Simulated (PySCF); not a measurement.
Cartesian coordinates in Å; atom numbers follow the order of the lines, from 1:
```xyz
15

C     0.8157    1.2387    0.0526
C    -0.1216    0.0276    0.1502
C    -0.9596   -0.1059   -1.1280
C     0.6863   -1.2545    0.3956
C    -1.0312    0.2317    1.2892
N    -1.7422    0.3870    2.1895
H     0.2486    2.1677   -0.1054
H     1.4147    1.3524    0.9678
H     1.5030    1.1044   -0.7968
H    -1.6447   -0.9640   -1.0669
H    -0.2924   -0.2564   -1.9906
H    -1.5573    0.7997   -1.3074
H     1.2812   -1.1793    1.3173
H     0.0264   -2.1300    0.4815
H     1.3731   -1.4193   -0.4485
```

Theoretical values (PySCF 2.14): B97-2/pcSseg-2 with gauge-including orbitals, geometry: PBE0-D3(BJ)/def2-SVP. One averaged value for each set of equivalent atoms, in vacuum, a single conformation, non-relativistic.

Scale: 13C (σref 183.46) and 1H (σref 31.36) against TMS; NH3 for 15N (σref 259.60) (reference shieldings calculated alike).

```tsv
atoms	nucleus	count	δ (ppm)
C2	13C	1	30.8
N6	15N	1	285.2
C5	13C	1	?
C1/C3/C4	13C	3	?
H7/H8/H9/H10/H11/H12/H13/H14/H15	1H	9	1.25
```

**Question.** Fill in the missing shifts.

**Answer.** 
- C5: 130.7 ppm, nitrile carbon; typical of a nitrile
- C1/C3/C4: 30.8 ppm, methyl carbon; saturated and bonded to C and H only

Shifts are as computed. Against solution values, carbons near 30 ppm lie about +4 ppm off and those near 130 ppm about +7 ppm. Of 1211 compounds with measured shifts, 218 miss one by over three times the rms of a fit or turn the order of signals round; such compounds aren't used in these exercises. Experimental scales use liquid or dissolved standards, which lie at an offset from isolated NH3 (liquid NH3: subtract about 20 ppm). Unscaled 15N shifts of sp2 nitrogen come out 20 to 40 ppm too high even then.
